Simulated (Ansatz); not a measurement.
**Multireference treatment of NaOH, singlet**

Program: Ansatz, Gaussian basis, development build. Basis def2-SVP, nonrelativistic, 6 orbitals frozen in the corrections. State-specific CASSCF; RHF is the lowest restricted (open-shell) Hartree–Fock solution met. A minimal or small basis: far from the basis limit. No symmetry is imposed, so a solution can break that of the shape. No proof that the lowest CASSCF solution was found.

Geometry. A bond is stretched, to 1.68 times the sum of the covalent radii.

```xyz
3

Na    0.0000    0.0000    3.9000
O     0.0000    0.0000    0.0000
H     0.0000    0.0000   -0.9600
```

Problem. What do CASSCF and its corrections give against RHF in CAS(6,6), and what are the occupations?

Solution. CASSCF -3.496 eV, SC-NEVPT2 -6.361 eV; occupations 1.99, 1.98, 1.00, 1.00, 0.02, 0.01.
